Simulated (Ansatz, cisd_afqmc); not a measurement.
Species: H2O, charge 0, singlet. H2O (oxidane, SMILES O).
B3LYP-D3(BJ)/def2-TZVP minimum from Ansatz (an electronic-structure program):
```xyz
3

O      0.0070     0.0013     0.1167
H     -0.0500     0.7593    -0.4742
H     -0.0062    -0.7700    -0.4592
```
Charge 0, spin multiplicity 1.

Total energies in cc-pVDZ, 8 correlated electrons, 1 frozen orbitals. Radicals and triplets start from unrestricted determinants; spin-orbit coupling is neglected. Correlated methods leave the cores frozen. No relativity. The Monte Carlo rows (phaseless AFQMC, CISD trial, step 0.005/hartree) carry one-sigma bars that omit the constraint's bias. Outlying blocks are dropped, and bars are widened where a walk drifts. Over all cases where full CI ran beside it in this data, AFQMC minus full CI had a median of +0.1 mEh and passed +0.4 mEh in a tenth of the cases.

```tsv
method	program	energy (Eh)	error against FCI (mEh)
HF	Ansatz	-76.02645	215.21
MP2	Ansatz	-76.22839	13.27
CCSD	Ansatz	-76.23797	3.69
CCSD(T)	Ansatz	-76.24102	0.64
CCSDT(Q)	Ansatz	-76.24167	-0.01
CCSDTQ	Ansatz	-76.24164	0.02
AFQMC/CISD	cisd_afqmc	-76.2417 ± 0.0002	0.0 ± 0.2
FCI	Ansatz	-76.24166	0.00
```

Rough core times of Ansatz's runs on a shared machine: CCSD(T) under 20 s, CCSDT(Q) under 20 s, CCSDTQ 30 s, FCI 90 s.
